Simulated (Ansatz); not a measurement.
Stepwise reaction of `SBS` with hydrogen fluoride, as a gas-phase model of exchange steps in deposition or etching. ΔE in kJ/mol; ΔG adds harmonic PBE0-D4 terms to CCSD(T)/CBS, at 1 bar.

Calculated with Ansatz (gas phase, PBE0-D4/def2-TZVP geometries, no zero-point term in ΔE). CBS: MP2 limit from def2 TZ/QZ plus the TZ coupled-cluster correction, frozen cores. This one scheme is used for every species. DFT in def2-TZVPP. B3LYP here is the variant with VWN-RPA as its local correlation; programs differ in this. One conformer a species, not always the lowest.

```tsv
step	reaction	PBE-D4	B3LYP-D4	ωB97M-V	CCSD(T)/CBS	ΔG(500 K)
2	`FBS` + H–F → `FBF` + H₂S	-71.9	-85.1	-85.2	-78.8	-86.8
```

Give the row of step 1, `SBS` + H–F → `FBS` + H₂S. (An estimate is asked.)

The calculation gave: 
```tsv
step	reaction	PBE-D4	B3LYP-D4	ωB97M-V	CCSD(T)/CBS	ΔG(500 K)
1	`SBS` + H–F → `FBS` + H₂S	-44.3	-57.0	-57.8	-48.3	-59.8
```

By hand: ΔE of the 2 steps together at CCSD(T)/CBS.

(-48.3) + (-78.8) = -127.1 kJ/mol, or -63.5 kJ/mol a step.

In ΔE each step is lower than the one before. All are downhill at CCSD(T)/CBS. ΔG lies between -86.8 and -59.8 kJ/mol a step. PBE-D4 differs from CCSD(T)/CBS by 4.0 to 6.9 kJ/mol a step. Isolated molecules leave out the surface, adducts and barriers. Largest T1 diagnostic: 0.014.
